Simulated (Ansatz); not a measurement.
# Molecular dynamics of C2FO, charge +1

input.yaml

```yaml
crystal:
  periodic: [false, false, false]
  atoms:
    - { symbol: O, position_ang: [-1.705107, 0.376335, 1.332986] }
    - { symbol: C, position_ang: [-0.84772, 0.237407, 0.661307] }
    - { symbol: C, position_ang: [1.200446, 0.259967, -0.953147] }
    - { symbol: F, position_ang: [1.352382, -0.873709, -1.041146] }
total_charge: 1
basis:
  gaussian: { orbitals: def2-mTZVP }
hamiltonian:
  xc: hf
md:
  timestep: 2.0
  n_steps: 250
  ensemble: nvt_langevin
  temperature: 700.0
  initial_velocities: maxwell_boltzmann
  seed: 616673
  friction: 0.05
scf:
  lower_state_search: "off"
```

Launched with:

```bash
$ ansatz run input.yaml --threads 1 --pin off --max-ram 2048MiB --backend cpu --events-out ev --progress --plain --runs-dir out
```

It starts from a relaxed structure.

Output, in part (one step line in 5, the closing report, with atoms numbered from 0):

```
md step     0: t =     0.00 fs  T =   525.0 K  F+E_penalty+E_count = -6794.36199967 eV  E_kin = 0.271446 eV  (22 SCF iters)
md step     5: t =    10.00 fs  T =   300.6 K  F+E_penalty+E_count = -6794.35846810 eV  E_kin = 0.155421 eV  (21 SCF iters)
md step    10: t =    20.00 fs  T =   774.7 K  F+E_penalty+E_count = -6794.32310050 eV  E_kin = 0.400572 eV  (22 SCF iters)
md step    15: t =    30.00 fs  T =  1069.0 K  F+E_penalty+E_count = -6794.26519129 eV  E_kin = 0.552727 eV  (21 SCF iters)
md step    20: t =    40.00 fs  T =   864.8 K  F+E_penalty+E_count = -6794.27827250 eV  E_kin = 0.447116 eV  (22 SCF iters)
md step    25: t =    50.00 fs  T =  1028.5 K  F+E_penalty+E_count = -6794.18875232 eV  E_kin = 0.531771 eV  (22 SCF iters)
md step    30: t =    60.00 fs  T =   416.5 K  F+E_penalty+E_count = -6794.21553953 eV  E_kin = 0.215371 eV  (21 SCF iters)
md step    35: t =    70.00 fs  T =   956.6 K  F+E_penalty+E_count = -6794.32801362 eV  E_kin = 0.494613 eV  (21 SCF iters)
md step    40: t =    80.00 fs  T =   666.1 K  F+E_penalty+E_count = -6794.16942921 eV  E_kin = 0.344387 eV  (22 SCF iters)
md step    45: t =    90.00 fs  T =   295.5 K  F+E_penalty+E_count = -6794.22742760 eV  E_kin = 0.152770 eV  (21 SCF iters)
md step    50: t =   100.00 fs  T =   201.4 K  F+E_penalty+E_count = -6794.15153213 eV  E_kin = 0.104134 eV  (21 SCF iters)
md step    55: t =   110.00 fs  T =   344.1 K  F+E_penalty+E_count = -6794.22342104 eV  E_kin = 0.177913 eV  (22 SCF iters)
md step    60: t =   120.00 fs  T =   384.3 K  F+E_penalty+E_count = -6794.16785946 eV  E_kin = 0.198698 eV  (22 SCF iters)
md step    65: t =   130.00 fs  T =   574.8 K  F+E_penalty+E_count = -6794.27436952 eV  E_kin = 0.297211 eV  (21 SCF iters)
md step    70: t =   140.00 fs  T =   420.2 K  F+E_penalty+E_count = -6794.30920111 eV  E_kin = 0.217266 eV  (21 SCF iters)
md step    75: t =   150.00 fs  T =   575.2 K  F+E_penalty+E_count = -6794.31752064 eV  E_kin = 0.297417 eV  (20 SCF iters)
md step    80: t =   160.00 fs  T =   679.6 K  F+E_penalty+E_count = -6794.23925577 eV  E_kin = 0.351403 eV  (23 SCF iters)
md step    85: t =   170.00 fs  T =   707.9 K  F+E_penalty+E_count = -6794.32478184 eV  E_kin = 0.365991 eV  (22 SCF iters)
md step    90: t =   180.00 fs  T =   380.9 K  F+E_penalty+E_count = -6794.23459965 eV  E_kin = 0.196964 eV  (23 SCF iters)
md step    95: t =   190.00 fs  T =   289.6 K  F+E_penalty+E_count = -6793.98881458 eV  E_kin = 0.149751 eV  (21 SCF iters)
md step   100: t =   200.00 fs  T =   501.2 K  F+E_penalty+E_count = -6794.02361459 eV  E_kin = 0.259117 eV  (23 SCF iters)
md step   105: t =   210.00 fs  T =   290.0 K  F+E_penalty+E_count = -6794.18996962 eV  E_kin = 0.149961 eV  (21 SCF iters)
md step   110: t =   220.00 fs  T =   427.7 K  F+E_penalty+E_count = -6794.23204612 eV  E_kin = 0.221151 eV  (21 SCF iters)
md step   115: t =   230.00 fs  T =   396.0 K  F+E_penalty+E_count = -6794.16405877 eV  E_kin = 0.204729 eV  (23 SCF iters)
md step   120: t =   240.00 fs  T =   601.5 K  F+E_penalty+E_count = -6794.07885128 eV  E_kin = 0.311008 eV  (22 SCF iters)
md step   125: t =   250.00 fs  T =   294.4 K  F+E_penalty+E_count = -6794.14060783 eV  E_kin = 0.152208 eV  (21 SCF iters)
md step   130: t =   260.00 fs  T =   395.3 K  F+E_penalty+E_count = -6794.13501513 eV  E_kin = 0.204406 eV  (22 SCF iters)
md step   135: t =   270.00 fs  T =   410.6 K  F+E_penalty+E_count = -6794.21398882 eV  E_kin = 0.212307 eV  (21 SCF iters)
md step   140: t =   280.00 fs  T =   579.0 K  F+E_penalty+E_count = -6794.23229127 eV  E_kin = 0.299353 eV  (22 SCF iters)
md step   145: t =   290.00 fs  T =   617.3 K  F+E_penalty+E_count = -6794.29047274 eV  E_kin = 0.319150 eV  (22 SCF iters)
md step   150: t =   300.00 fs  T =   239.0 K  F+E_penalty+E_count = -6794.28901463 eV  E_kin = 0.123572 eV  (22 SCF iters)
md step   155: t =   310.00 fs  T =   931.7 K  F+E_penalty+E_count = -6794.20306163 eV  E_kin = 0.481727 eV  (22 SCF iters)
md step   160: t =   320.00 fs  T =   526.0 K  F+E_penalty+E_count = -6794.21175894 eV  E_kin = 0.271941 eV  (21 SCF iters)
md step   165: t =   330.00 fs  T =   342.8 K  F+E_penalty+E_count = -6794.29308579 eV  E_kin = 0.177249 eV  (21 SCF iters)
md step   170: t =   340.00 fs  T =   239.5 K  F+E_penalty+E_count = -6794.27353444 eV  E_kin = 0.123847 eV  (22 SCF iters)
md step   175: t =   350.00 fs  T =   448.5 K  F+E_penalty+E_count = -6794.25197947 eV  E_kin = 0.231893 eV  (22 SCF iters)
md step   180: t =   360.00 fs  T =   410.9 K  F+E_penalty+E_count = -6794.11181345 eV  E_kin = 0.212446 eV  (21 SCF iters)
md step   185: t =   370.00 fs  T =   932.5 K  F+E_penalty+E_count = -6794.19899290 eV  E_kin = 0.482131 eV  (22 SCF iters)
md step   190: t =   380.00 fs  T =  1046.6 K  F+E_penalty+E_count = -6794.12470593 eV  E_kin = 0.541152 eV  (20 SCF iters)
md step   195: t =   390.00 fs  T =   480.7 K  F+E_penalty+E_count = -6794.25700061 eV  E_kin = 0.248524 eV  (22 SCF iters)
md step   200: t =   400.00 fs  T =   426.3 K  F+E_penalty+E_count = -6794.14527861 eV  E_kin = 0.220406 eV  (22 SCF iters)
md step   205: t =   410.00 fs  T =   717.3 K  F+E_penalty+E_count = -6794.21039554 eV  E_kin = 0.370850 eV  (22 SCF iters)
md step   210: t =   420.00 fs  T =   760.2 K  F+E_penalty+E_count = -6794.28514823 eV  E_kin = 0.393031 eV  (21 SCF iters)
md step   215: t =   430.00 fs  T =  1532.3 K  F+E_penalty+E_count = -6794.31139854 eV  E_kin = 0.792275 eV  (21 SCF iters)
md step   220: t =   440.00 fs  T =   443.3 K  F+E_penalty+E_count = -6794.26903741 eV  E_kin = 0.229230 eV  (22 SCF iters)
md step   225: t =   450.00 fs  T =   715.4 K  F+E_penalty+E_count = -6794.23562322 eV  E_kin = 0.369891 eV  (20 SCF iters)
md step   230: t =   460.00 fs  T =   749.3 K  F+E_penalty+E_count = -6794.09641472 eV  E_kin = 0.387408 eV  (22 SCF iters)
md step   235: t =   470.00 fs  T =   745.5 K  F+E_penalty+E_count = -6794.17202419 eV  E_kin = 0.385455 eV  (23 SCF iters)
md step   240: t =   480.00 fs  T =   718.3 K  F+E_penalty+E_count = -6794.17531454 eV  E_kin = 0.371380 eV  (22 SCF iters)
md step   245: t =   490.00 fs  T =   933.2 K  F+E_penalty+E_count = -6794.25931315 eV  E_kin = 0.482522 eV  (21 SCF iters)
md step   250: t =   500.00 fs  T =   882.8 K  F+E_penalty+E_count = -6794.17350887 eV  E_kin = 0.456460 eV  (21 SCF iters)
Total energy: -6794.17350887 eV, -249.6812711947 hartree
Atom 0 at    -1.591818    -0.178225     1.802978 Å, force    -1.647955    -0.389110     2.631389 eV/Å
Atom 1 at    -1.095390    -0.038459     0.854010 Å, force     1.479542     0.495683    -2.379161 eV/Å
Atom 2 at     0.967700     0.407953    -0.657521 Å, force    -0.472538     3.555626     0.363849 eV/Å
Atom 3 at     1.070105    -0.695474    -0.768816 Å, force     0.640951    -3.662199    -0.616077 eV/Å
Dipole moment:     0.885515     0.136836    -0.812904 e Å
```

The run went to its last step. The mean temperature of the second half is 14 % below the set value. A run of 0.5 ps of so small a system gives no equilibrium averages. Limits of this set-up: the dipole of an ion depends on the origin.

The same pairs are bonded in the first frame and the last. Pairs count as bonded within 1.25 times the sum of covalent radii (0.12 Å more for H–H).

Last frame:

```xyz
4
Properties=species:S:1:pos:R:3
O -1.592 -0.178 1.803
C -1.095 -0.038 0.854
C 0.968 0.408 -0.657
F 1.070 -0.696 -0.769
```

Time of the run: 3 min on 1 CPU thread of a shared host.
